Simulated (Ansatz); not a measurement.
Relative stability

Two relaxed structures of CH4AlS, doublet (PBE0-D4/def2-TZVP; forces vanish, vibrations not checked).

A:

```csv
atom,x (Å),y (Å),z (Å)
C1,-0.6786,0.4829,-0.2709
Al2,1.0641,-1.8842,2.0259
S3,0.6443,-0.7588,-0.1084
H4,-0.4329,1.3819,0.2913
H5,-1.5708,0.0212,0.1499
H6,-0.8420,0.7160,-1.3233
H7,1.6196,0.0014,-0.6616
```

B:

```xyz
7
angstrom
C -0.7060 0.0974 -0.0785
Al 1.0429 -0.6703 0.1022
S 1.4212 -2.1379 1.6790
H 0.1621 -2.0910 2.1469
H -1.5548 -0.1455 0.5582
H -0.9622 0.8335 -0.8389
H 2.2591 -0.3038 -0.8356
```

Program: Ansatz 0.2.0. Basis: def2-TZVPP. Cores are frozen in the correlated methods; orbitals are unrestricted. B3LYP uses VWN-RPA correlation.

Which structure is lower at CCSD(T), and by how much? (Judge from chemistry; the value comes from the calculation.)

The calculation gives: B, by 29.54 kcal/mol (electronic energy, against the other). By their contacts, A is CH₄AlS ([CH3][SH][Al]) and B is CH₄AlS ([CH2][AlH][SH]).

All methods give the same order:

| method | E(B) − E(A) (kcal/mol) |
| --- | --- |
| PBE-D4 | -20.04 |
| r2SCAN-D4 | -30.58 |
| PBE0-D4 | -24.53 |
| B3LYP-D4 | -26.62 |
| wB97M-V | -29.38 |
| HF | -41.37 |
| MP2 | -31.32 |
| CCSD | -31.25 |
| CCSD(T) | -29.54 |

T1 diagnostic: at most 0.024. ⟨S²⟩ of the unrestricted Hartree–Fock references: 0.76 to 0.80 (a pure state has 0.75).

Labels in which every atom is bracketed show which atoms are joined, not bond orders.

For scale, one of the runs: CCSD(T)/def2-TZVPP, 171 basis functions, launched by `ansatz run in.yaml --threads 2 --pin off --events-out ev --progress --plain --max-ram 4352MiB`. The run took 82 s on 2 CPU threads of an Arm Neoverse V2 (shared host), with 3.2 GiB of host memory at its peak.
